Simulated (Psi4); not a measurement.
**Cl2 (chlorine): levels of theory compared**

We compute a comparison of 4 runs (HF/def2-SVP, PBE0/def2-SVP, USCS-OMP2/6-31G*, CCSD(T)/6-311G(2df,2pd)) of Cl2 (chlorine). 

Program for the calculation: Psi4 1.11.

2 further runs of the same task are left out: 2 set aside as unsound or not needed.

## (1) The structure to begin with

Cl2 has 2 atoms, charge 0, and is taken as a singlet. As SMILES, `ClCl`. The shape is that of a GFN2-xTB optimisation.

Bond lengths: Cl1–Cl2 2.016 Å.

## (2) Energy and forces at HF/def2-SVP (run 1)

job.inp reads:

```
memory 1600 MB

molecule {
  0 1
  Cl     1.62488101    -0.54104749     0.83310466
  Cl    -1.62488101     0.54104749    -0.83310466
  units au
  symmetry c1
}

set basis def2-SVP
set puream true
set e_convergence 1e-09
set d_convergence 1e-08
set scf_type pk

e = gradient("hf")
```

Launch:

```console
$ psi4 -i job.inp -o job.out -n 1
```

job.out:

```text
[...]
  Running in c1 symmetry.
[...]
  Nuclear repulsion =   75.873834040396886
[...]
  Multiplicity = 1
[...]
  Nalpha       = 17
  Nbeta        = 17
[...]
    Number of basis functions: 36
[...]
   @RHF iter   1:  -918.64600944065648   -1.92100e-01   4.13954e-03 DIIS/ADIIS
[...]
   @RHF iter   8:  -918.65905707728461   -7.16227e-12   6.45315e-09 DIIS
[...]
    Orbital Energies [Eh]
    ---------------------
    Doubly Occupied:
       1A   -104.854544     2A   -104.854503     3A    -10.615217
       4A    -10.615103     5A     -8.090652     6A     -8.090490
       7A     -8.085201     8A     -8.085201     9A     -8.085197
      10A     -8.085197    11A     -1.209433    12A     -1.012264
      13A     -0.585847    14A     -0.562485    15A     -0.562485
      16A     -0.443550    17A     -0.443550
[...]
  @RHF Final Energy:  -918.65905707728461
   => Energetics <=
    Nuclear Repulsion Energy =             75.8738340403968863
    One-Electron Energy =               -1420.5039466038215323
    Two-Electron Energy =                 425.9710554861402443
    Total Energy =                       -918.6590570772845012
[...]
 Multipole Moments:
 ------------------------------------------------------------------------------------
     Multipole            Electronic (a.u.)      Nuclear  (a.u.)        Total (a.u.)
 ------------------------------------------------------------------------------------
 L = 1.  Multiply by 2.5417464519 to convert [e a0] to [Debye]
 Dipole X            :          0.0000000            0.0000000            0.0000000
 Dipole Y            :          0.0000000            0.0000000            0.0000000
 Dipole Z            :          0.0000000            0.0000000            0.0000000
 Magnitude           :                                                    0.0000000
[...]
  -Total Gradient:
     Atom            X                  Y                   Z
    ------   -----------------  -----------------  -----------------
       1       -0.001450275949    -0.000000000000    -0.000000000000
       2        0.001450275949     0.000000000000     0.000000000000
[...]
```

Wall time 2.1 s (1 thread of Intel Xeon 6975P-C (Granite Rapids), shared host); peak memory 0.19 GiB.

## (3) Energy and gradient at PBE0/def2-SVP (run 2)

run.py reads:

```python
import psi4

psi4.set_memory(1600000000)
psi4.set_num_threads(1)
psi4.core.set_output_file('output.dat', False)

geom = psi4.geometry("""
Cl     1.62488101    -0.54104749     0.83310466
Cl    -1.62488101     0.54104749    -0.83310466
units au
symmetry c1
no_reorient
no_com
""")

options = {'basis': 'def2-SVP', 'puream': True, 'e_convergence': 1e-09, 'd_convergence': 1e-08, 'scf_type': 'pk', 'dft_radial_points': 99, 'dft_spherical_points': 590}
psi4.set_options(options)

e, wfn = psi4.gradient('pbe0', return_wfn=True)
psi4.oeprop(wfn, 'WIBERG_LOWDIN_INDICES', 'DIPOLE', 'MAYER_INDICES', title='PBE0')
print('gradient / Eh bohr^-1')
print(e.np.round(6))
print(f'energy = {wfn.energy():.10f} Eh')
```

Launch:

```console
$ python run.py
```

output.dat:

```text
[...]
  Running in c1 symmetry.
[...]
  Nuclear repulsion =   75.873834040396886
[...]
  Multiplicity = 1
[...]
  Nalpha       = 17
  Nbeta        = 17
[...]
    Number of basis functions: 36
[...]
   @RKS iter   1:  -919.75417156858794   -7.19272e-02   3.72045e-03 ADIIS/DIIS
[...]
   @RKS iter   7:  -919.76206216729702   -3.97904e-12   1.45165e-09 DIIS
[...]
    Orbital Energies [Eh]
    ---------------------
    Doubly Occupied:
       1A   -101.731356     2A   -101.731307     3A     -9.581601
       4A     -9.581577     5A     -7.326743     6A     -7.326657
       7A     -7.310970     8A     -7.310970     9A     -7.310966
      10A     -7.310966    11A     -0.953850    12A     -0.784834
      13A     -0.481597    14A     -0.416679    15A     -0.416679
      16A     -0.315141    17A     -0.315141
[...]
  @RKS Final Energy:  -919.76206216729702
   => Energetics <=
    Nuclear Repulsion Energy =             75.8738340403968863
    One-Electron Energy =               -1420.8900768570999844
    Two-Electron Energy =                 467.6589650190762768
    DFT Exchange-Correlation Energy =     -42.4047843696700539
    Empirical Dispersion Energy =           0.0000000000000000
    VV10 Nonlocal Energy =                  0.0000000000000000
    Total Energy =                       -919.7620621672970174
[...]
  -Total Gradient:
     Atom            X                  Y                   Z
    ------   -----------------  -----------------  -----------------
       1       -0.003023996247     0.001006920244    -0.001550455301
       2        0.003023996246    -0.001006920244     0.001550455301
[...]
 Multipole Moments:
 ------------------------------------------------------------------------------------
     Multipole            Electronic (a.u.)      Nuclear  (a.u.)        Total (a.u.)
 ------------------------------------------------------------------------------------
 L = 1.  Multiply by 2.5417464519 to convert [e a0] to [Debye]
 Dipole X            :         -0.0000000            0.0000000           -0.0000000
 Dipole Y            :          0.0000000            0.0000000            0.0000000
 Dipole Z            :         -0.0000000            0.0000000           -0.0000000
 Magnitude           :                                                    0.0000000
[...]
```

The script printed:

```text
gradient / Eh bohr^-1
[[-0.003024  0.001007 -0.00155 ]
 [ 0.003024 -0.001007  0.00155 ]]
energy = -919.7620621673 Eh
```

Run time: 2.9 s. Hardware: 1 thread of Intel Xeon 6975P-C (Granite Rapids), shared host; peak memory 0.29 GiB.

Run 3 isn't shown in full; the table further down has it.

## (4) A single-point energy at CCSD(T)/6-311G(2df,2pd) (density fitting, density fitting for correlation) (run 4)

cl2.json reads:

```json
{
 "schema_name": "qcschema_input",
 "schema_version": 1,
 "molecule": {
  "schema_name": "qcschema_molecule",
  "schema_version": 2,
  "symbols": ["Cl", "Cl"],
  "geometry": [1.62488101, -0.54104749, 0.83310466, -1.62488101, 0.54104749, -0.83310466],
  "molecular_charge": 0,
  "molecular_multiplicity": 1,
  "fix_com": true,
  "fix_orientation": true
 },
 "driver": "energy",
 "model": {
  "method": "ccsd(t)",
  "basis": "6-311G(2df,2pd)"
 },
 "keywords": {
  "scf_type": "df",
  "freeze_core": true,
  "cc_type": "df",
  "e_convergence": 1e-11,
  "df_scf_guess": false
 }
}
```

Launch:

```console
$ psi4 --qcschema cl2.json -n 1 --memory 1600MB
```

stdout:

```text
[...]
  Running in ci symmetry.
[...]
  Nuclear repulsion =   75.873834040396886
[...]
  Multiplicity = 1
[...]
  Nalpha       = 17
  Nbeta        = 17
[...]
    Number of basis functions: 76
[...]
   @DF-RHF iter   1:  -918.96287572771928   -1.95103e-01   3.38348e-03 ADIIS/DIIS
[...]
   @DF-RHF iter   9:  -918.97838093190853    5.68434e-13   1.05335e-09 DIIS
[...]
    Orbital Energies [Eh]
    ---------------------
    Doubly Occupied:
       1Ag  -104.902170     1Au  -104.902168     2Ag   -10.623873
       2Au   -10.623756     3Ag    -8.091677     3Au    -8.091452
       4Au    -8.088396     5Au    -8.088396     4Ag    -8.088389
       5Ag    -8.088389     6Ag    -1.213923     6Au    -1.020753
       7Ag    -0.595233     7Au    -0.569053     8Au    -0.569053
       8Ag    -0.448899     9Ag    -0.448899
[...]
  @DF-RHF Final Energy:  -918.97838093190853
   => Energetics <=
    Nuclear Repulsion Energy =             75.8738340403968863
    One-Electron Energy =               -1420.7954717264556166
    Two-Electron Energy =                 425.9432567541502976
    Total Energy =                       -918.9783809319085321
[...]
 Multipole Moments:
 ------------------------------------------------------------------------------------
     Multipole            Electronic (a.u.)      Nuclear  (a.u.)        Total (a.u.)
 ------------------------------------------------------------------------------------
 L = 1.  Multiply by 2.5417464519 to convert [e a0] to [Debye]
 Dipole X            :          0.0000000            0.0000000            0.0000000
 Dipole Y            :          0.0000000            0.0000000            0.0000000
 Dipole Z            :          0.0000000            0.0000000            0.0000000
 Magnitude           :                                                    0.0000000
[...]
      * MP2 total energy:                  -919.338394451817
[...]
      * CCSD total energy:                 -919.371239917058
[...]
      * CCSD(T) total energy                -919.387799899371
[...]
```

The result, in JSON:

```text
{
 "driver": "energy",
 "model": {
  "method": "ccsd(t)",
  "basis": "6-311G(2df,2pd)"
 },
 "success": true,
 "return_result": -919.3877998993709,
 "properties": {
  "calcinfo_nbasis": 76,
  "calcinfo_nmo": 76,
  "calcinfo_nalpha": 17,
  "calcinfo_nbeta": 17,
  "calcinfo_natom": 2,
  "nuclear_repulsion_energy": 75.87383404039689,
  "return_energy": -919.3877998993709,
  "scf_one_electron_energy": -1420.7954717264556,
  "scf_two_electron_energy": 425.9432567541503,
  "scf_dipole_moment": [0.0, 0.0, 0.0],
  "scf_total_energy": -918.9783809319085,
  "scf_iterations": 9,
  "mp2_same_spin_correlation_energy": -0.08996888836606769,
  "mp2_opposite_spin_correlation_energy": -0.27004463154221187,
  "mp2_singles_energy": 0.0,
  "mp2_doubles_energy": -0.36001351990827957,
  "mp2_correlation_energy": -0.36001351990827957,
  "mp2_total_energy": -919.3383944518168,
  "ccsd_same_spin_correlation_energy": -0.08517842269940039,
  "ccsd_opposite_spin_correlation_energy": -0.3076805624496852,
  "ccsd_singles_energy": 0.0,
  "ccsd_doubles_energy": -0.3928589851490856,
  "ccsd_correlation_energy": -0.3928589851490856,
  "ccsd_total_energy": -919.3712399170577,
  "ccsd_iterations": 18,
  "ccsd_prt_pr_correlation_energy": -0.4094189674623199,
  "ccsd_prt_pr_total_energy": -919.3877998993709
 }
}
```

It took 5.4 s on 1 thread of Intel Xeon 6975P-C (Granite Rapids), shared host; peak memory 0.23 GiB.

## (5) All runs side by side

| run | level | integration grid | properties | energy (Eh) | HOMO energy (eV) | LUMO energy (eV) | HOMO–LUMO gap (eV) | wall time |
| --- | --- | --- | --- | --- | --- | --- | --- | --- |
| 1 | HF/def2-SVP | – | – | -918.659057 | -12.07 | 1.21 | 13.28 | 2.1 s |
| 2 | PBE0/def2-SVP | 99 radial × 590 angular | (wiberg, dipole, mayer) | -919.762062 | -8.58 | -3.12 | 5.46 | 2.9 s |
| 3 | USCS-OMP2/6-31G* (DKH3, fitted SCF, Cartesian functions) | – | – | -921.619393 | -12.26 | 0.68 | 12.94 | 2.9 s |
| 4 | CCSD(T)/6-311G(2df,2pd) (density fitting, density fitting for correlation) | – | – | -919.387800 | -12.22 | 0.71 | 12.93 | 5.4 s |

## (6) What came out

| quantity | value |
| --- | --- |
| run 4: total energy | -919.38780 Eh |
| run 4: HOMO energy (Hartree–Fock orbitals) | -12.22 eV |
| run 4: LUMO energy (Hartree–Fock orbitals) | 0.71 eV |
| run 4: HOMO–LUMO gap (Hartree–Fock orbitals) | 12.93 eV |
| run 4: correlation energy (10 core orbitals frozen) | -409.4 mEh |
| run 4: (T) correction | -16.56 mEh |
| run 4: T1 diagnostic | 0.008 |

Some runs of one species differ in core potentials or relativity; totals across that change don't compare. All runs together took 13 s, the longest 5.4 s.
